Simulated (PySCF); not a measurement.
fluoromethane (CH₃F), SMILES FC. Heavy atoms are numbered as in [CH3:1][F:2]. Hydrogens are named by the atom that carries them.

The structure is a stationary point at B3LYP-D3(BJ)/def2-TZVP.

Computed with PySCF with PBE/def2-TZVPD.

Mulliken values depend strongly on the basis, most of all with diffuse functions as here. ESP charges are fitted to the potential on shells at 1.4 to 2.0 van der Waals radii. Atomic charges (e), one atom of each kind:

```json
[
 {"atom": "C1 (CH3)", "Mulliken": "-0.26", "meta-Löwdin": "-0.06", "ESP fit": "-0.12"},
 {"atom": "F2", "Mulliken": "-0.24", "meta-Löwdin": "-0.30", "ESP fit": "-0.19"},
 {"atom": "H on C1", "Mulliken": "0.17", "meta-Löwdin": "0.12", "ESP fit": "0.10"}
]
```
